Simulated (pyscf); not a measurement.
H₃C–SiH₂–Cl + HCl -> H₃C–SiH(Cl)–Cl + H₂ (four-centre exchange; singlet surface; H–Si, Cl–H broken, Cl–Si, H–H formed). Single points on ωB97X-D3(BJ)/def2-SVP structures (PySCF, gas phase). Energies in kcal/mol from the separated reactants.

```json
[
 {"level": "ωB97X-D3(BJ)/def2-TZVP", "barrier": "29.8", "reaction energy": "-22.4"},
 {"level": "r²SCAN/def2-TZVP", "barrier": "26.1", "reaction energy": "-21.7"},
 {"level": "B3LYP-D3(BJ)/def2-TZVP", "barrier": "29.4", "reaction energy": "-20.6"},
 {"level": "PBE0-D3(BJ)/def2-TZVP", "barrier": "26.4", "reaction energy": "-20.4"},
 {"level": "M06-2X/def2-TZVP", "barrier": "29.8", "reaction energy": "-22.1"},
 {"level": "HF/def2-TZVP", "barrier": "49.8", "reaction energy": "-16.4"}
]
```

The functionals in the table span 3.7 kcal/mol in this barrier, from r²SCAN to ωB97X-D3(BJ)/def2-TZVP. One saddle was located; it need not be the lowest between these sides.
